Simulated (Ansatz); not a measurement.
A calculation with Ansatz (development build ahead of 0.2.0).

```yaml
crystal:
  periodic: [false, false, false]
  atoms:
    - { symbol: "N", position_ang: [-0.08022, 0.06305, -0.21801] }
    - { symbol: O, position_ang: [-0.08503, 1.10571, 0.14685] }
    - { symbol: O, position_ang: [0.10093, -1.0537, 0.121] }
basis:
  gaussian: { orbitals: cc-pVDZ }
magnetization:
  spin_polarized: true
  initial_magnetization: 1
hamiltonian:
  xc: hf
correlation:
  method: mp2
  frozen_orbitals: { "N": 1, O: 1 }
```

The input is written out in the form of the current development build from the run's settings.

The run gave:

```
Converged                       : yes
Reference energy                : -204.04487 hartree
Correlation energy              : -0.51979 hartree
Total energy                    : -204.56465 hartree
Spin squared of the determinant : 0.764
```
